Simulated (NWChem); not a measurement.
System: trimethylamine (C3H9N); SMILES CN(C)C

Input file for NWChem:

```
start job
memory heap 200 mb stack 900 mb global 1100 mb
geometry units angstroms noautoz
  C      0.344332    -1.338727     0.060753
  N      0.000000     0.000000    -0.338035
  C      0.987205     0.967564     0.060753
  C     -1.331537     0.371163     0.060753
  H      0.380204    -1.477369     1.167300
  H      1.333048    -1.612589    -0.339966
  H     -0.389719    -2.055618    -0.339701
  H      1.089337     1.067951     1.167300
  H      0.730019     1.960748    -0.339966
  H      1.975077     0.690302    -0.339701
  H     -1.469541     0.409418     1.167300
  H     -1.585358     1.365316    -0.339701
  H     -2.063067    -0.348159    -0.339966
end
basis spherical
  * library def2-tzvpd
end
dft
  xc xpbe96 cpbe96
  iterations 150
  semidirect filesize 400000000
  mulliken
end
task dft energy
```

Excerpt of the output:

```
             Northwest Computational Chemistry Package (NWChem) 7.3.0
             --------------------------------------------------------

 C3  symmetry detected

                             Geometry "geometry" -> ""
                             -------------------------

 Output coordinates in angstroms (scale by  1.889725989 to convert to a.u.)

  No.       Tag          Charge          X              Y              Z
 ---- ---------------- ---------- -------------- -------------- --------------
    1 C                    6.0000     0.39068071    -1.32594203     0.05515865
    2 N                    7.0000     0.00000000     0.00000000    -0.34362935
    3 C                    6.0000     0.95295913     1.00131044     0.05515865
    4 C                    6.0000    -1.34363984     0.32463160     0.05515865
    5 H                    1.0000     0.43135253    -1.46325294     1.16170565
    6 H                    1.0000     1.38832264    -1.56525415    -0.34556035
    7 H                    1.0000    -0.31799535    -2.06792786    -0.34529535
    8 H                    1.0000     1.05153795     1.10518872     1.16170565
    9 H                    1.0000     0.66138854     1.98494974    -0.34556035
   10 H                    1.0000     1.94987573     0.75857188    -0.34529535
   11 H                    1.0000    -1.48289049     0.35806422     1.16170565
   12 H                    1.0000    -1.63188039     1.30935598    -0.34529535
   13 H                    1.0000    -2.04971117    -0.41969560    -0.34556035

 Effective nuclear repulsion energy (a.u.)     138.7681554733

      Symmetry information
      --------------------

 Group name             C3
 Group number              5
 Group order               3
 No. of unique centers     5

  pbe96 is a nonlocal functional; adding pw91lda local functional.

                                 NWChem DFT Module
                                 -----------------

 Summary of "ao basis" -> "ao basis" (spherical)
 ------------------------------------------------------------------------------
       Tag                 Description            Shells   Functions and Types
 ---------------- ------------------------------  ------  ---------------------
 C                         def2-tzvpd               13       37   6s3p3d1f
 N                         def2-tzvpd               13       37   6s3p3d1f
 H                         def2-tzvpd                5        9   3s2p

      Symmetry analysis of basis
      --------------------------

        a          79
        e+         75
        e-         75

  Rotation of axis

            General Information
            -------------------
          SCF calculation type: DFT
          Wavefunction type:  closed shell.
          No. of atoms     :    13
          No. of electrons :    34
           Alpha electrons :    17
            Beta electrons :    17
          Charge           :     0
          Spin multiplicity:     1
          Use of symmetry is: on ; symmetry adaption is: on
          Maximum number of iterations: 150
          AO basis - number of functions:   229
                     number of shells:    97
          Convergence on energy requested:  1.00D-06
          Convergence on density requested:  1.00D-05
          Convergence on gradient requested:  5.00D-04

              XC Information
              --------------
          PerdewBurkeErnzerhof Exchange Functional  1.000
            Perdew 1991 LDA Correlation Functional  1.000 local
           PerdewBurkeErnz. Correlation Functional  1.000 non-local

             Grid Information
             ----------------
          Grid used for XC integration:  medium
          Radial quadrature: Mura-Knowles
          Angular quadrature: Lebedev.
          Tag              B.-S. Rad. Rad. Pts. Rad. Cut. Ang. Pts.
          ---              ---------- --------- --------- ---------
          C                   0.70       49          11.0       434
          N                   0.65       49           9.0       434
          H                   0.35       45          12.0       434
          Grid pruning is: on
          Number of quadrature shells:   233
          Spatial weights used:  Erf1

      Superposition of Atomic Density Guess
      -------------------------------------

 Sum of atomic energies:        -171.82383138

      Non-variational initial energy
      ------------------------------

 Total energy =    -174.659340
 1-e energy   =    -504.082530
 2-e energy   =     190.655035
 HOMO         =      -0.262634
 LUMO         =       0.038583

      Symmetry analysis of molecular orbitals - initial
      -------------------------------------------------

  Numbering of irreducible representations:

     1 a           2 e+          3 e-

  Orbital symmetries:

     1 a           2 a           3 e+          4 e+          5 a
     6 e+          7 e+          8 a           9 a          10 e+
    11 e+         12 e+         13 e+         14 e+         15 e+
    16 a          17 a          18 a          19 e+         20 e+
    21 a          22 a          23 e+         24 e+         25 a
    26 e+         27 e+

------------------------------------------------------------
EAF file 0: "./job.aoints.0" size=767557632 bytes
------------------------------------------------------------
               write      read    awrite     aread      wait
               -----      ----    ------     -----      ----
     calls:     1464         0         0         0         0
   data(b): 7.68e+08  0.00e+00  0.00e+00  0.00e+00
   time(s): 0.00e+00  0.00e+00  0.00e+00  0.00e+00  0.00e+00
rate(mb/s): 0.00e+00  0.00e+00
------------------------------------------------------------

     ---------------------------------------------
      Total Density - Mulliken Population Analysis
     ---------------------------------------------

[...]
```

Level: PBE/def2-TZVPD. Coordinates come from a PBE0/def2-SVP optimisation.
